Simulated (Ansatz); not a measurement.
Consider the isomerisation: `C1=NCCO1` → `N=CC1CO1`.

Gas-phase electronic energies from Ansatz, PBE0-D4/def2-TZVP geometries. CBS: MP2 limit from def2 TZ/QZ plus the TZ coupled-cluster correction, frozen cores. DFT in def2-TZVPP. Each species was taken in one conformer, which may not be the lowest.

```tsv
level	ΔE (kJ/mol)
revPBE-D4	112.6
ωB97M-V	116.3
BHLYP	120.0
MP2/CBS(def2)	116.2
```

What does CCSD(T)/CBS give? (Best estimate.)

Computed: +116.6 kJ/mol. The listed levels differ from it by -4.0, -0.3, 3.4, -0.4 kJ/mol.

Largest T1 diagnostic among the species: 0.014.

From r2SCAN to r2SCAN0 (25 % exact exchange), in def2-TZVPP and without D4, ΔE moves by +4.2 kJ/mol. The D4 term adds +3.1 kJ/mol with B3LYP and +1.4 kJ/mol with PBE0; it sums over pairs of atoms, weighted by their polarisabilities, and B3LYP, whose exchange is more repulsive, gets the larger term. At CCSD(T), def2-SVP lies +3.2 kJ/mol from the extrapolated value and def2-TZVPP +0.6 kJ/mol.

B3LYP here is the variant with VWN-RPA as its local correlation; programs differ in this.
